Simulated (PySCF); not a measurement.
Species: C₂HF₂O (charge +1).
SMILES with atom numbers: `[O+:1]#[C:2][CH:3]([F:4])[F:5]` (hydrogens: H6 on C3)

Cartesian coordinates in Å at the PBE0-D3(BJ)/def2-SVP level; atoms count from 1:
```xyz
6
C2HF2O angstrom
O      2.1275   -0.3125    0.1519
C      1.0328   -0.1495    0.0731
C     -0.5517    0.0730   -0.0032
F     -0.7040    1.3042   -0.3950
F     -0.9732   -0.8005   -0.8701
H     -0.9277   -0.1118    1.0224
```

Theory: TDDFT PBE0/def2-SVPD, vertical, gas phase, core orbitals frozen in the response in PySCF.

Transition dipole moments from the ground state, in atomic units and in the frame of the coordinates above (overall signs are arbitrary), for the states with f of 0.002 or more among the lowest 10:

| state | E (eV) | μx | μy | μz |
| --- | --- | --- | --- | --- |
| S2 | 7.049 | 0.224 | 0.003 | -0.144 |
| S3 | 8.230 | -0.140 | 0.034 | -0.095 |
| S5 | 8.739 | -0.055 | 0.053 | -0.071 |
| S7 | 8.862 | -0.070 | 0.280 | 0.040 |
| S8 | 8.871 | -0.315 | -0.040 | -0.080 |
| S10 | 9.770 | 0.526 | -0.085 | 0.082 |

(1) What oscillator strength does each state have?

(2) What angle do the transition dipoles of S2 and S10 make?

(3) How is the summed strength of these states shared among x, y and z?

(4) What peak molar absorption coefficient would the strongest computed level give as a lone Gaussian band 0.5 eV wide at half height?

Answers

(1) f = (2/3) ΔE |μ|² with ΔE in hartree (27.2114 eV).

| state | \|μ\|² (au) | \|μ\| (D) | f |
| --- | --- | --- | --- |
| S2 | 0.071 | 0.68 | 0.012 |
| S3 | 0.030 | 0.44 | 0.006 |
| S5 | 0.011 | 0.26 | 0.002 |
| S7 | 0.085 | 0.74 | 0.018 |
| S8 | 0.107 | 0.83 | 0.023 |
| S10 | 0.291 | 1.37 | 0.070 |

(2) |cos θ| = |μa·μb| / (|μa| |μb|) = 0.74, so θ ≈ 42° (taken between 0 and 90°, since the signs are arbitrary).

(3) (2/3) Σ ΔE μα² gives 0.102 for x, 0.020 for y and 0.010 for z, 0.132 in all.

(4) ε(max) = 2.175×10⁸ f / FWHM, with the width in cm⁻¹. S10: 2.175×10⁸ × 0.0696 / 4033 ≈ 3800 L mol⁻¹ cm⁻¹.

The vertical ionisation energy (ΔSCF) is 20.88 eV, 11.11 eV above S10.
